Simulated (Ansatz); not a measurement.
The first iterations of a band of AlH5O (7 atoms, charge 0, multiplicity 1).

Computed with RKS PBE-D4/def2-SVP (Ansatz 0.2.0).

```
movable images  : 7
climbing image  : yes
spring          : 5.0 eV/Å²
optimiser       : quadratic models (default)
start path      : through a guess of the saddle point
force threshold : 0.05 eV/Å
iteration limit : 60
end points      : relaxed
```

Image 0:

```xyz
7
Properties=species:S:1:pos:R:3
Al 0.049 0.046 0.094
H -0.047 0.640 1.595
H 1.416 0.256 -0.722
H -1.330 -0.101 -0.738
O 0.136 -1.929 0.671
H -0.621 -2.429 0.309
H 0.069 -2.009 1.644
```

Image 8:

```xyz
7
Properties=species:S:1:pos:R:3
Al 0.038 -0.542 -0.303
H -0.039 0.242 2.018
H 1.429 0.209 -0.489
H -1.394 0.140 -0.521
O 0.170 -2.237 0.010
H -0.605 -2.816 0.080
H 0.073 -0.520 2.059
```

| iteration | highest image above the first end (eV) | largest band force component (eV/Å) |
| --- | --- | --- |
| 1 | 1.630 | 4.310 |
| 2 | 0.675 | 1.777 |

Q: Does the band converge within its limit, and where does its top end?

A: It converged. It ended after 7 iterations with the highest image 0.474 eV above the first end. A vibrational analysis at the climbing image gives one clearly imaginary mode, 1027i cm⁻¹: a first-order saddle point. The orbitals stay closed-shell, which can raise the energy where a bond breaks towards radicals; this wasn't checked here.

The run took 57 s on 1 thread of AMD EPYC 7R43 64-Core Processor (Zen 3) (shared host), peak memory 0.12 GiB.
